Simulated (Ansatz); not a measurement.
Two members of one family (AlH3 adduct), computed with Ansatz in the gas phase. The two geometries come from different levels. A negative affinity means that the extra electron isn't bound at that geometry and level; within about 0.2 eV of zero the sign isn't settled. Binding counts from free atoms in the multiplicity of their measured ground term, without zero-point energy. A dash marks a value that wasn't run or was left out as unsound. The structures are stationary points that may keep the symmetry of their start. Remarks come from the PBE and PBE0 runs and from stability tests at other levels; not every state was tested. A HOMO above zero means that the electron is unbound at that level and held by the basis, or that self-interaction error raises the level; the energy of removing that electron tells which. HOMO above LUMO (over both spins in singlets and doublets, within one spin in higher multiplets; at PBE or PBE0), or a gap under 0.15 eV within one spin, warns that the state may not be the lowest or that an electron is smeared out.

First: Al(H2S)H3 (singlet, charge 0, PBE0-D4/def2-TZVP geometry).

```xyz
7

Al   -1.083   -0.054    0.111
S     1.428   -0.161    0.414
H     1.726   -0.716   -0.773
H     1.710    1.076   -0.026
H    -1.326   -1.622    0.296
H    -1.113    0.553   -1.366
H    -1.341    0.925    1.344
```

```csv
level,HOMO (eV),LUMO (eV),gap (eV),vertical IE (eV),vertical EA (eV),vertical triplet (eV),binding per atom (eV)
PBE-D4/def2-SVP,-6.48,-1.24,5.24,–,–,–,2.49
PBE-D4/def2-TZVPD,-6.56,-1.72,4.85,–,-0.17,–,2.49
r2SCAN-D4/def2-TZVP,-6.86,-1.39,5.47,9.98,–,5.99,2.53
PBE0-D4/def2-TZVP,-7.81,-0.64,7.17,10.13,–,6.14,2.48
PBE0-D4/def2-TZVPD,-7.82,-0.77,7.04,–,-0.29,–,2.48
```

Remarks: gap within one spin near zero at PBE or PBE0 (+1 doublet), HOMO above LUMO (+1 doublet), HOMO above zero (-1 doublet), gap within one spin near zero at PBE or PBE0 (triplet), HOMO above LUMO (triplet).

Second: Al(PH3)H3 (singlet, charge 0, PBE-D4/def2-TZVP geometry).

```xyz
8

Al    0.243    1.076   -0.943
P    -0.178   -0.789    0.691
H     0.725   -0.990    1.769
H    -0.225   -2.129    0.223
H    -1.385   -0.802    1.442
H     1.692    0.573   -1.422
H     0.155    2.275    0.123
H    -1.027    0.784   -1.882
```

Q: Estimate the same table for the second.

A: 
| level | HOMO (eV) | LUMO (eV) | gap (eV) | vertical IE (eV) | vertical EA (eV) | vertical triplet (eV) | binding per atom (eV) |
| --- | --- | --- | --- | --- | --- | --- | --- |
| PBE-D4/def2-SVP | -6.52 | -0.90 | 5.62 | – | – | – | 2.50 |
| PBE-D4/def2-TZVPD | -6.62 | -1.27 | 5.35 | – | -0.49 | – | 2.50 |
| r2SCAN-D4/def2-TZVP | -6.90 | -0.97 | 5.93 | 9.92 | – | 6.12 | 2.54 |
| PBE0-D4/def2-TZVP | -7.83 | -0.31 | 7.52 | 10.08 | – | 6.27 | 2.50 |
| PBE0-D4/def2-TZVPD | -7.83 | -0.47 | 7.36 | – | -0.65 | – | 2.50 |

Remarks: gap within one spin near zero at PBE or PBE0 (+1 doublet), HOMO above LUMO (+1 doublet), HOMO above zero (-1 doublet), gap within one spin near zero at PBE or PBE0 (triplet), HOMO above LUMO (triplet).
